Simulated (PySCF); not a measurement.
**Two probes of the same atoms: core binding energy and nuclear shielding**

Compound: C4H5OP.
Cartesian coordinates in Å at the GFN2-xTB level; atoms count from 1:
```xyz
11
C4H5OP angstrom
C     -1.682    0.708    0.382
C     -0.631    0.351   -0.336
C      0.017   -0.982   -0.252
P      1.629   -0.907    0.762
C      2.405    0.186   -0.184
O      3.061    0.954   -0.760
H     -2.146    0.030    1.080
H     -2.121    1.687    0.299
H     -0.172    1.052   -1.021
H      0.261   -1.382   -1.237
H     -0.615   -1.696    0.280
```

Binding energies: PySCF 2.14.0, delta-SCF UKS SCAN, pcX-2 on the ionised atom, pcseg-1 elsewhere, spin-free X2C. Shieldings: GIAO PBE0/pcSseg-1, non-relativistic, same geometry.

```csv
atom,C 1s (eV)
C1,290.15
C2,290.84
C3,291.26
```

**Question.** What are the absolute isotropic shieldings of these atoms?

**Answer.** 
| atom | environment | C 1s (eV) | isotropic shielding (ppm) |
| --- | --- | --- | --- |
| C1 | terminal =CH2 carbon | 290.15 | 64.8 |
| C2 | alkene CH carbon | 290.84 | 41.9 |
| C3 | sp3 carbon bound to phosphorus | 291.26 | 165.2 |

**Question.** Among the listed atoms, is the one with the highest binding energy also the least shielded?

**Answer.** No. The highest binding energy is at C3 (291.26 eV, shielding 165.2 ppm), the lowest shielding at C2 (41.9 ppm, 290.84 eV).

By binding energy: C1 < C2 < C3. By shielding: C2 < C1 < C3.

Isolated species at its GFN2-xTB geometry (one conformer only).
